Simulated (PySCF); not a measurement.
Job file and geometry (Å, from PBE0-D3(BJ)/def2-SVP) of an NMR shielding run on SMILES CC(F)(F)F, C$_{2}$H$_{3}$F$_{3}$, GIAO HF/pcSseg-2 NMR shielding, non-relativistic, gas phase (PySCF 2.14.0, density-fitted response routines); density fitting, a coarse starting grid and PySCF grid level 2 are the driver's defaults:

```
{"job": {"kind": "nmr", "xc": "HF", "basis": "pcSseg-2", "pop": false}, "charge": 0, "multiplicity": 1}
C      0.785358    -0.128918     0.034680
C     -0.692460     0.112888    -0.030887
F     -1.177142    -0.128674    -1.254434
F     -0.995843     1.379371     0.275227
F     -1.358689    -0.672954     0.822512
H      0.998263    -1.173733    -0.223723
H      1.144511     0.077110     1.050888
H      1.296002     0.534907    -0.674261
```

Q: What does the program print?

A: 
```
final grid: 73344 points
cycle   1  E = -375.8119301868  dE =  8.695e-01  |g| = 9.197e-01  |ddm| = 1.750e+00
cycle   2  E = -375.9242106183  dE = -1.123e-01  |g| = 5.681e-01  |ddm| = 6.036e-01
cycle   3  E = -375.9714723597  dE = -4.726e-02  |g| = 6.035e-02  |ddm| = 2.056e-01
cycle   4  E = -375.9726428465  dE = -1.170e-03  |g| = 1.879e-02  |ddm| = 5.592e-02
cycle   5  E = -375.9727491311  dE = -1.063e-04  |g| = 3.794e-03  |ddm| = 1.663e-02
cycle   6  E = -375.9727559454  dE = -6.814e-06  |g| = 8.520e-04  |ddm| = 4.582e-03
cycle   7  E = -375.9727562857  dE = -3.402e-07  |g| = 2.152e-04  |ddm| = 9.525e-04
cycle   8  E = -375.9727563087  dE = -2.301e-08  |g| = 6.003e-05  |ddm| = 2.588e-04
cycle   9  E = -375.9727563102  dE = -1.541e-09  |g| = 1.552e-05  |ddm| = 6.146e-05
cycle  10  E = -375.9727563103  dE = -1.198e-10  |g| = 3.474e-06  |ddm| = 1.981e-05
converged SCF energy = -375.9727563103

GIAO shielding tensors (ppm)
atom      isotropic    diamagn.    paramagn.     s11        s22        s33       span
  0 C      169.374     240.673     -71.300    158.372    158.416    191.333     32.961
  1 C       73.595     236.449    -162.854     68.470     68.584     83.730     15.260
  2 F      291.672     467.945    -176.273    203.253    295.536    376.226    172.973
  3 F      291.604     467.958    -176.353    203.286    295.446    376.081    172.796
  4 F      291.722     467.946    -176.224    203.356    295.668    376.142    172.786
  5 H       29.960      29.289       0.671     26.315     27.819     35.747      9.432
  6 H       29.958      29.294       0.664     26.314     27.826     35.733      9.419
  7 H       29.958      29.293       0.664     26.315     27.825     35.733      9.418
```

Q: Turn these shieldings into chemical shifts. δ = σ(ref) − σ, references computed at the same level: ¹³C (191.47 ppm) and ¹H (31.68 ppm) against TMS; CFCl3 for ¹⁹F (245.28 ppm).

A: Averaging equivalent atoms: C 1: 117.9; C 0: 22.1; F 2/3/4: -46.4; H 5/6/7: 1.72 ppm. Unscaled 19F shifts against computed CFCl3 carry errors that often reach 10 to 50 ppm.

Size and cost of the density-fitted run: 222 basis functions, 4.9 s wall time on 1 thread of an x86-64 server CPU, shared host.
